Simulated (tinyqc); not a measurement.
Worked calculation (part 1 of 2): CCD on RHF in the sto-3g basis, frozen core, for H2O, spin multiplicity 1. Computed by tinyqc, a small Python program that keeps every step (integrals from PySCF). Settings: charge = 0, multiplicity = 1, basis = sto-3g, method = RHF, frozen orbitals = 1, energy threshold = 1e-10, iteration cap = 82, orthogonalisation = symmetric, start = Wolfsberg-Helmholz matrix, DIIS depth = 6, amplitude equations = CCD, DIIS depth for amplitudes = 6, cap on updates = 61. Command: `OMP_NUM_THREADS=1 python tinyqc.py 29121 29122 out.jsonl` (the two numbers bound the seeds that draw the settings). One thread of a shared host (Intel(R) Xeon(R) Processor @ 2.60GHz), about 0.08 s of CPU time with the checks. The early iterations of the SCF are left out here.

## One-electron integrals

Geometry (angstrom):
```
atom         x          y         z
O     0.000000   0.000000  0.000000
H     0.000000   0.846000  0.745000
H     0.000000  -0.848000  0.746000
```

Basis sto-3g: exponents (1/bohr^2) and contraction coefficients of normalised primitives:
```
element  l (shell)    exponent  coefficient
O            s (1)  130.709320     0.154329
O            s (1)   23.808861     0.535328
O            s (1)    6.443608     0.444635
O            s (2)    5.033151    -0.099967
O            s (2)    1.169596     0.399513
O            s (2)    0.380389     0.700115
O            p (3)    5.033151     0.155916
O            p (3)    1.169596     0.607684
O            p (3)    0.380389     0.391957
H            s (1)    3.425251     0.154329
H            s (1)    0.623914     0.535328
H            s (1)    0.168855     0.444635
```

Overlap, kinetic and nuclear-attraction integrals over the contracted functions; the nuclear repulsion is the sum of Za Zb / Rab.

nuclear repulsion = 7.81610499 hartree

overlap S, order 1O 1s, 1O 2s, 1O 2px, 1O 2py, 1O 2pz, 2H 1s, 3H 1s:
```
[[1.000000, 0.236704, 0.000000, 0.000000, 0.000000, 0.035995, 0.035811],
 [0.236704, 1.000000, 0.000000, 0.000000, 0.000000, 0.370444, 0.369218],
 [0.000000, 0.000000, 1.000000, 0.000000, 0.000000, 0.000000, 0.000000],
 [0.000000, 0.000000, 0.000000, 1.000000, 0.000000, 0.247801, -0.247288],
 [0.000000, 0.000000, 0.000000, 0.000000, 1.000000, 0.218217, 0.217543],
 [0.035995, 0.370444, 0.000000, 0.247801, 0.218217, 1.000000, 0.193033],
 [0.035811, 0.369218, 0.000000, -0.247288, 0.217543, 0.193033, 1.000000]]
```

kinetic energy T (hartree), order 1O 1s, 1O 2s, 1O 2px, 1O 2py, 1O 2pz, 2H 1s, 3H 1s:
```
[[29.003200, -0.168011, 0.000000, 0.000000, 0.000000, -0.008755, -0.008773],
 [-0.168011, 0.808128, 0.000000, 0.000000, 0.000000, 0.061645, 0.060970],
 [0.000000, 0.000000, 2.528731, 0.000000, 0.000000, 0.000000, 0.000000],
 [0.000000, 0.000000, 0.000000, 2.528731, 0.000000, 0.128255, -0.127403],
 [0.000000, 0.000000, 0.000000, 0.000000, 2.528731, 0.112943, 0.112079],
 [-0.008755, 0.061645, 0.000000, 0.128255, 0.112943, 0.760032, -0.002388],
 [-0.008773, 0.060970, 0.000000, -0.127403, 0.112079, -0.002388, 0.760032]]
```

nuclear attraction V (hartree), order 1O 1s, 1O 2s, 1O 2px, 1O 2py, 1O 2pz, 2H 1s, 3H 1s:
```
[[-61.556420, -7.405100, 0.000000, -0.000028, -0.014762, -1.152833, -1.146880],
 [-7.405100, -9.985887, 0.000000, -0.000313, -0.181291, -2.832177, -2.821035],
 [0.000000, 0.000000, -9.856461, 0.000000, 0.000000, 0.000000, 0.000000],
 [-0.000028, -0.000313, 0.000000, -9.951507, -0.000209, -1.662554, 1.657653],
 [-0.014762, -0.181291, 0.000000, -0.000209, -9.930093, -1.514930, -1.509048],
 [-1.152833, -2.832177, 0.000000, -1.662554, -1.514930, -5.224020, -1.100550],
 [-1.146880, -2.821035, 0.000000, 1.657653, -1.509048, -1.100550, -5.217559]]
```

core Hamiltonian H = T + V (hartree), order 1O 1s, 1O 2s, 1O 2px, 1O 2py, 1O 2pz, 2H 1s, 3H 1s:
```
[[-32.553220, -7.573110, 0.000000, -0.000028, -0.014762, -1.161588, -1.155653],
 [-7.573110, -9.177759, 0.000000, -0.000313, -0.181291, -2.770531, -2.760065],
 [0.000000, 0.000000, -7.327729, 0.000000, 0.000000, 0.000000, 0.000000],
 [-0.000028, -0.000313, 0.000000, -7.422776, -0.000209, -1.534299, 1.530250],
 [-0.014762, -0.181291, 0.000000, -0.000209, -7.401362, -1.401987, -1.396969],
 [-1.161588, -2.770531, 0.000000, -1.534299, -1.401987, -4.463988, -1.102938],
 [-1.155653, -2.760065, 0.000000, 1.530250, -1.396969, -1.102938, -4.457527]]
```

## Two-electron integrals

Functions are numbered as in S; the eight-fold symmetry (ij|kl) = (ji|kl) = (kl|ij) leaves the list below.

Two-electron integrals (ij|kl) in chemists' order, unique and non-zero (hartree):
```
(11|11) 4.785065    (21|11) 0.741380    (21|21) 0.136873    (22|11) 1.118947
(22|21) 0.256633    (22|22) 0.817206    (31|31) 0.024477    (32|31) 0.037809
(32|32) 0.180518    (33|11) 1.115814    (33|21) 0.256684    (33|22) 0.817023
(33|33) 0.880159    (41|41) 0.024477    (42|41) 0.037809    (42|42) 0.180518
(43|43) 0.047444    (44|11) 1.115814    (44|21) 0.256684    (44|22) 0.817023
(44|33) 0.785270    (44|44) 0.880159    (51|51) 0.024477    (52|51) 0.037809
(52|52) 0.180518    (53|53) 0.047444    (54|54) 0.047444    (55|11) 1.115814
(55|21) 0.256684    (55|22) 0.817023    (55|33) 0.785270    (55|44) 0.785270
(55|55) 0.880159    (61|11) 0.114084    (61|21) 0.020902    (61|22) 0.038997
(61|33) 0.038921    (61|41) 0.000717    (61|42) 0.001352    (61|44) 0.039053
(61|51) 0.000632    (61|52) 0.001191    (61|54) 0.000117    (61|55) 0.039024
(61|61) 0.003233    (62|11) 0.298105    (62|21) 0.069319    (62|22) 0.246917
(62|33) 0.242569    (62|41) 0.003911    (62|42) 0.030804    (62|44) 0.249779
(62|51) 0.003444    (62|52) 0.027126    (62|54) 0.006350    (62|55) 0.248160
(62|61) 0.010811    (62|62) 0.095045    (63|31) 0.006999    (63|32) 0.041660
(63|43) 0.006275    (63|53) 0.005526    (63|63) 0.013035    (64|11) 0.167689
(64|21) 0.039473    (64|22) 0.150114    (64|33) 0.143422    (64|41) 0.008939
(64|42) 0.059235    (64|44) 0.160115    (64|51) 0.001708    (64|52) 0.015477
(64|54) 0.009174    (64|55) 0.146634    (64|61) 0.006407    (64|62) 0.070234
(64|64) 0.064340    (65|11) 0.147669    (65|21) 0.034761    (65|22) 0.132193
(65|33) 0.126299    (65|41) 0.001708    (65|42) 0.015477    (65|44) 0.129947
(65|51) 0.008503    (65|52) 0.055289    (65|54) 0.009488    (65|55) 0.140180
(65|61) 0.005642    (65|62) 0.061849    (65|64) 0.045180    (65|65) 0.052822
(66|11) 0.460367    (66|21) 0.108769    (66|22) 0.446025    (66|33) 0.428644
(66|41) 0.007445    (66|42) 0.082360    (66|44) 0.457701    (66|51) 0.006556
(66|52) 0.072528    (66|54) 0.025588    (66|55) 0.451177    (66|61) 0.017081
(66|62) 0.223315    (66|64) 0.188317    (66|65) 0.165835    (66|66) 0.774606
(71|11) 0.113496    (71|21) 0.020794    (71|22) 0.038798    (71|33) 0.038722
(71|41) -0.000714   (71|42) -0.001345   (71|44) 0.038854    (71|51) 0.000628
(71|52) 0.001183    (71|54) -0.000116   (71|55) 0.038824    (71|61) 0.003171
(71|62) 0.010445    (71|64) 0.005693    (71|65) 0.005457    (71|66) 0.016378
(71|71) 0.003199    (72|11) 0.296925    (72|21) 0.069046    (72|22) 0.245987
(72|33) 0.241653    (72|41) -0.003897   (72|42) -0.030711   (72|44) 0.248846
(72|51) 0.003428    (72|52) 0.027017    (72|54) -0.006328   (72|55) 0.247220
(72|61) 0.010458    (72|62) 0.076470    (72|64) 0.039142    (72|65) 0.048419
(72|66) 0.146388    (72|71) 0.010713    (72|72) 0.094378    (73|31) 0.006967
(73|32) 0.041486    (73|43) -0.006254   (73|53) 0.005502    (73|63) 0.010136
(73|73) 0.012935    (74|11) -0.167205   (74|21) -0.039360   (74|22) -0.149709
(74|33) -0.143037   (74|41) 0.008902    (74|42) 0.059025    (74|44) -0.159681
(74|51) -0.001702   (74|52) -0.015429   (74|54) 0.009140    (74|55) -0.146238
(74|61) -0.005707   (74|62) -0.039201   (74|64) -0.010371   (74|65) -0.024326
(74|66) -0.067978   (74|71) -0.006356   (74|72) -0.069817   (74|74) 0.063992
(75|11) 0.147093    (75|21) 0.034626    (75|22) 0.131702    (75|33) 0.125832
(75|41) -0.001702   (75|42) -0.015429   (75|44) 0.129470    (75|51) 0.008464
(75|52) 0.055059    (75|54) -0.009455   (75|55) 0.139652    (75|61) 0.005463
(75|62) 0.048421    (75|64) 0.024291    (75|65) 0.040346    (75|66) 0.101216
(75|71) 0.005591    (75|72) 0.061419    (75|74) -0.044916   (75|75) 0.052448
(76|11) 0.108011    (76|21) 0.025381    (76|22) 0.099173    (76|33) 0.096653
(76|41) -1.24e-06   (76|42) -0.000015   (76|44) 0.098399    (76|51) 0.001900
(76|52) 0.018295    (76|54) -3.74e-06   (76|55) 0.102356    (76|61) 0.003924
(76|62) 0.038840    (76|64) 0.024910    (76|65) 0.028423    (76|66) 0.098065
(76|71) 0.003904    (76|72) 0.038718    (76|74) -0.024873   (76|75) 0.028337
(76|76) 0.020303    (77|11) 0.459563    (77|21) 0.108580    (77|22) 0.445349
(77|33) 0.428010    (77|41) -0.007427   (77|42) -0.082219   (77|44) 0.457023
(77|51) 0.006533    (77|52) 0.072329    (77|54) -0.025523   (77|55) 0.450463
(77|61) 0.016434    (77|62) 0.146720    (77|64) 0.068029    (77|65) 0.101427
(77|66) 0.309202    (77|71) 0.016963    (77|72) 0.222375    (77|74) -0.187732
(77|75) 0.165151    (77|76) 0.098065    (77|77) 0.774606
```

## Orthogonalisation

S = U s U^T; symmetric (Loewdin) form X = U s^(-1/2) U^T, so that X^T S X = 1.

eigenvalues of S: [0.451916, 0.540347, 0.880926, 1.000000, 1.108428, 1.266625, 1.751758]

X, order 1O 1s, 1O 2s, 1O 2px, 1O 2py, 1O 2pz, 2H 1s, 3H 1s:
```
[[1.023505, -0.135592, 0.000000, -0.000024, -0.007394, 0.018203, 0.018142],
 [-0.135592, 1.143403, 0.000000, 0.000298, 0.069918, -0.208580, -0.207502],
 [0.000000, 0.000000, 1.000000, 0.000000, 0.000000, 0.000000, 0.000000],
 [-0.000024, 0.000298, 0.000000, 1.061762, 0.000166, -0.161058, 0.160597],
 [-0.007394, 0.069918, 0.000000, 0.000166, 1.040242, -0.120495, -0.119900],
 [0.018203, -0.208580, 0.000000, -0.161058, -0.120495, 1.119612, -0.067981],
 [0.018142, -0.207502, 0.000000, 0.160597, -0.119900, -0.067981, 1.118775]]
```

## Iteration 8 (converged): orbitals

converged F (hartree), order 1O 1s, 1O 2s, 1O 2px, 1O 2py, 1O 2pz, 2H 1s, 3H 1s:
```
[[-20.266359, -5.165389, 0.000000, -0.000031, -0.024721, -0.800643, -0.796580],
 [-5.165389, -2.410496, 0.000000, -0.000347, -0.070281, -0.766241, -0.763443],
 [0.000000, 0.000000, -0.391907, 0.000000, 0.000000, 0.000000, 0.000000],
 [-0.000031, -0.000347, 0.000000, -0.222423, -0.000446, -0.337893, 0.337383],
 [-0.024721, -0.070281, 0.000000, -0.000446, -0.264086, -0.335462, -0.334677],
 [-0.800643, -0.766241, 0.000000, -0.337893, -0.335462, -0.398167, -0.255744],
 [-0.796580, -0.763443, 0.000000, 0.337383, -0.334677, -0.255744, -0.396274]]
```

Diagonalise F' = X^T F X, C = X C', fill 5 alpha and 5 beta electrons from the bottom; D = 2 C_occ C_occ^T. Each column has its largest component positive (the first on a tie).

F' = X^T F X (hartree):
```
[[-19.892808, -2.681898, 0.000000, -0.000063, -0.053507, -0.084638, -0.083701],
 [-2.681898, -1.333817, 0.000000, 0.000217, 0.101968, -0.382301, -0.380641],
 [0.000000, 0.000000, -0.391907, 0.000000, 0.000000, 0.000000, 0.000000],
 [-0.000063, 0.000217, 0.000000, -0.027443, -0.000045, -0.378355, 0.377775],
 [-0.053507, 0.101968, 0.000000, -0.000045, -0.131577, -0.307231, -0.306257],
 [-0.084638, -0.382301, 0.000000, -0.378355, -0.307231, -0.027603, -0.074751],
 [-0.083701, -0.380641, 0.000000, 0.377775, -0.306257, -0.074751, -0.027971]]
```

orbital energies (hartree): [-20.274537, -1.206097, -0.526198, -0.446915, -0.391907, 0.466800, 0.545728]

coefficients C, order 1O 1s, 1O 2s, 1O 2px, 1O 2py, 1O 2pz, 2H 1s, 3H 1s:
```
[[0.994498, -0.240294, 0.000515, 0.094009, 0.000000, -0.105140, -0.001308],
 [0.023658, 0.894930, -0.002681, -0.478199, 0.000000, 0.622094, 0.008161],
 [0.000000, 0.000000, 0.000000, 0.000000, 1.000000, 0.000000, 0.000000],
 [0.000009, 0.000356, 0.621250, -0.002305, 0.000000, -0.009777, 0.890515],
 [0.003072, 0.081886, 0.002714, 0.723352, 0.000000, 0.765443, 0.008935],
 [-0.004324, 0.139928, 0.455947, 0.342298, 0.000000, -0.680121, -0.731595],
 [-0.004304, 0.139269, -0.454069, 0.345707, 0.000000, -0.694904, 0.715426]]
```

D after iteration 8, order 1O 1s, 1O 2s, 1O 2px, 1O 2py, 1O 2pz, 2H 1s, 3H 1s:
```
[[2.111213, -0.472951, 0.000000, 0.000052, 0.102763, -0.011021, -0.010960],
 [-0.472951, 2.060280, 0.000000, -0.000488, -0.545116, -0.079570, -0.079130],
 [0.000000, 0.000000, 2.000000, 0.000000, 0.000000, 0.000000, 0.000000],
 [0.000052, -0.000488, 0.000000, 0.771914, 0.000097, 0.565036, -0.565675],
 [0.102763, -0.545116, 0.000000, 0.000097, 1.059920, 0.520568, 0.520452],
 [-0.011021, -0.079570, 0.000000, 0.565036, 0.520568, 0.689308, -0.138381],
 [-0.010960, -0.079130, 0.000000, -0.565675, 0.520452, -0.138381, 0.690213]]
```

## Convergence

Stop when the energy changes by less than 1e-10 hartree and every element of the error matrix X^T (F D S - S D F) X is below 3e-06.

Course of the cycle:
```
iteration   E (hartree)     change  largest element of the error matrix
1          -74.44559863          -                             4.81e-01
2          -74.91235767  -4.67e-01                             1.24e-01
3          -74.93066762  -1.83e-02                             3.66e-02
4          -74.93255614  -1.89e-03                             6.91e-03
5          -74.93265527  -9.91e-05                             2.13e-03
6          -74.93267178  -1.65e-05                             3.51e-05
7          -74.93267178  -2.47e-09                             3.43e-07
8          -74.93267178  -2.84e-13                             1.08e-07
```

PySCF RHF in the same basis = -74.93267178 hartree

Converged in 8 iterations.

## Integrals over molecular orbitals

(pq|rs) = sum C_ip C_jq C_kr C_ls (ij|kl), one index at a time.

one-electron integrals over orbitals h = C^T H C (hartree):
```
[[-32.536811, 0.569513, -0.001175, -0.210790, 0.000000, 0.240280, 0.002979],
 [0.569513, -7.555874, 0.002168, 0.541362, 0.000000, -1.181687, -0.014873],
 [-0.001175, 0.002168, -5.987827, -0.003874, 0.000000, 0.016378, -1.760048],
 [-0.210790, 0.541362, -0.003874, -6.494881, 0.000000, -1.366520, -0.007984],
 [0.000000, 0.000000, 0.000000, 0.000000, -7.327729, 0.000000, 0.000000],
 [0.240280, -1.181687, 0.016378, -1.366520, 0.000000, -5.346377, 0.000998],
 [0.002979, -0.014873, -1.760048, -0.007984, 0.000000, 0.000998, -5.453460]]
```

Two-electron integrals over orbitals (pq|rs), unique and non-zero (hartree); the lowest 1 orbital is frozen and left out:
```
(22|22) 0.725399    (32|22) 0.000083    (32|32) 0.128552    (33|22) 0.615706
(33|32) 0.000048    (33|33) 0.592385    (42|22) -0.027124   (42|32) 0.000110
(42|33) 0.002953    (42|42) 0.129442    (43|22) 0.000372    (43|32) 0.026732
(43|33) 0.000349    (43|42) -0.000503   (43|43) 0.057650    (44|22) 0.653423
(44|32) -0.000554   (44|33) 0.562850    (44|42) -0.089121   (44|43) 0.000219
(44|44) 0.683656    (52|52) 0.151039    (53|52) -0.000244   (53|53) 0.026576
(54|52) -0.044751   (54|53) 0.000122    (54|54) 0.047431    (55|22) 0.755655
(55|32) -0.000353   (55|33) 0.602371    (55|42) -0.082922   (55|43) 0.000519
(55|44) 0.679944    (55|55) 0.880159    (62|22) 0.129870    (62|32) -0.000600
(62|33) 0.067791    (62|42) 0.033718    (62|43) 0.000289    (62|44) 0.056497
(62|55) 0.137539    (62|62) 0.095137    (63|22) -0.001629   (63|32) -0.031996
(63|33) -0.001122   (63|42) 0.000753    (63|43) -0.037157   (63|44) -0.000843
(63|55) -0.001911   (63|62) -0.000895   (63|63) 0.070732    (64|22) 0.131961
(64|32) 0.000660    (64|33) 0.051656    (64|42) -0.056729   (64|43) 0.000731
(64|44) 0.132239    (64|55) 0.156312    (64|62) 0.056905    (64|63) -0.001760
(64|64) 0.105428    (65|52) 0.049168    (65|53) -0.000279   (65|54) 0.006643
(65|65) 0.034134    (66|22) 0.598153    (66|32) -0.001620   (66|33) 0.550075
(66|42) 0.043871    (66|43) -0.001353   (66|44) 0.547700    (66|55) 0.583062
(66|62) 0.094310    (66|63) 0.000899    (66|64) 0.056802    (66|66) 0.585385
(72|22) 0.001656    (72|32) 0.054993    (72|33) 0.000532    (72|42) 0.000060
(72|43) -0.031657   (72|44) 0.000989    (72|55) 0.001735    (72|62) 0.000360
(72|63) 0.029809    (72|64) 0.000804    (72|66) 0.001195    (72|72) 0.067845
(73|22) 0.164924    (73|32) -0.000980   (73|33) 0.089420    (73|42) -0.081216
(73|43) -0.000115   (73|44) 0.134659    (73|55) 0.203380    (73|62) 0.065760
(73|63) -0.000603   (73|64) 0.107300    (73|66) 0.046952    (73|72) 0.001113
(73|73) 0.163242    (74|22) 0.000661    (74|32) -0.073225   (74|33) 0.000220
(74|42) -0.000077   (74|43) -0.016769   (74|44) 0.001027    (74|55) 0.000893
(74|62) 0.000628    (74|63) 0.054662    (74|64) -0.000277   (74|66) 0.001774
(74|72) -0.016074   (74|73) 0.001408    (74|74) 0.073463    (75|52) 0.000613
(75|53) 0.023817    (75|54) -0.000031   (75|65) 0.000117    (75|75) 0.024466
(76|22) 0.000184    (76|32) 0.081645    (76|33) 0.000046    (76|42) 0.000454
(76|43) 0.063439    (76|44) -0.000654   (76|55) -0.000095   (76|62) 0.000407
(76|63) -0.061758   (76|64) 0.001014    (76|66) -0.001933   (76|72) -0.005734
(76|73) -0.001303   (76|74) -0.061771   (76|76) 0.109299    (77|22) 0.602458
(77|32) 0.001839    (77|33) 0.578828    (77|42) -0.015822   (77|43) 0.001459
(77|44) 0.569597    (77|55) 0.600914    (77|62) 0.058499    (77|63) -0.002270
(77|64) 0.049774    (77|66) 0.549448    (77|72) 0.000654    (77|73) 0.089000
(77|74) -0.001207   (77|76) 0.002062    (77|77) 0.588456
```

## CCD: starting amplitudes

t_ij^ab = <ij||ab> / (e_i + e_j - e_a - e_b), whose energy is MP2.

Starting amplitudes (spin orbitals 1a, 1b, ...; amplitudes related by a flip of all spins are not repeated; the 24 largest):
```
from      to          t
3a 3b  7a 7b  -0.076144
4a 4b  6a 6b  -0.057692
3a 4b  6b 7a   0.054038
4a 4b  7a 7b  -0.037004
3a 3b  6a 6b  -0.035615
2a 2b  6a 6b  -0.028435
3a 4b  6a 7b  -0.027529
3a 4a  6a 7a   0.026510
2a 3b  6a 7b  -0.023958
2a 4b  6a 6b  -0.022000
5a 5b  6a 6b  -0.019875
2a 2b  7a 7b  -0.019364
2a 3a  6a 7a  -0.013097
5a 5b  7a 7b  -0.013046
2a 3b  6b 7a   0.010860
2a 4b  7a 7b   0.005857
3a 4b  6a 6b   0.000923
3a 4b  7a 7b  -0.000682
2a 3b  7a 7b  -0.000394
2a 3b  6a 6b   0.000336
2a 4b  6b 7a   0.000302
3a 3b  6a 7b   0.000292
2a 4b  6a 7b  -0.000236
4a 4b  6a 7b   0.000145
```

correlation energy = -0.05360356 hartree

## CCD: amplitude update 1

t_ij^ab D_ij^ab are set to the remaining terms of the spin-orbital equations, evaluated with the old amplitudes; for the doubles these are <ij||ab> + 1/2 <ab||ef> t_ij^ef + 1/2 <mn||ij> t_mn^ab + P(ij)P(ab) <mb||ej> t_im^ae + terms in t^2, D the orbital-energy denominators.

Amplitudes after update 1 (spin orbitals 1a, 1b, ...; amplitudes related by a flip of all spins are not repeated; the 24 largest):
```
from      to          t
3a 3b  7a 7b  -0.096969
4a 4b  6a 6b  -0.072681
3a 4b  6b 7a   0.069275
3a 3b  6a 6b  -0.050446
4a 4b  7a 7b  -0.050286
3a 4b  6a 7b  -0.043361
2a 2b  6a 6b  -0.031672
2a 4b  6a 6b  -0.031305
2a 3b  6a 7b  -0.029754
3a 4a  6a 7a   0.025913
5a 5b  6a 6b  -0.024445
2a 2b  7a 7b  -0.020543
2a 3b  6b 7a   0.017771
5a 5b  7a 7b  -0.014033
2a 3a  6a 7a  -0.011984
2a 4b  7a 7b   0.004544
3a 4b  6a 6b   0.001316
3a 4b  7a 7b  -0.000955
2a 3b  7a 7b  -0.000545
2a 3b  6a 6b   0.000452
2a 4b  6b 7a   0.000363
3a 3b  6a 7b   0.000308
2a 4b  6a 7b  -0.000307
4a 4b  6a 7b   0.000275
```

correlation energy = -0.06822811 hartree

## CCD: amplitude update 2

As before.

Amplitudes after update 2 (spin orbitals 1a, 1b, ...; amplitudes related by a flip of all spins are not repeated; the 24 largest):
```
from      to          t
3a 3b  7a 7b  -0.104027
4a 4b  6a 6b  -0.078197
3a 4b  6b 7a   0.074277
3a 3b  6a 6b  -0.056322
4a 4b  7a 7b  -0.055258
3a 4b  6a 7b  -0.051167
2a 4b  6a 6b  -0.035067
2a 2b  6a 6b  -0.031815
2a 3b  6a 7b  -0.031221
5a 5b  6a 6b  -0.025854
3a 4a  6a 7a   0.023109
2a 3b  6b 7a   0.020964
2a 2b  7a 7b  -0.019893
5a 5b  7a 7b  -0.013535
2a 3a  6a 7a  -0.010257
2a 4b  7a 7b   0.003416
3a 4b  6a 6b   0.001484
3a 4b  7a 7b  -0.001068
2a 3b  7a 7b  -0.000603
2a 3b  6a 6b   0.000494
2a 4b  6b 7a   0.000376
4a 4b  6a 7b   0.000332
2a 4b  6a 7b  -0.000331
3a 3b  6a 7b   0.000301
```

correlation energy = -0.07303206 hartree
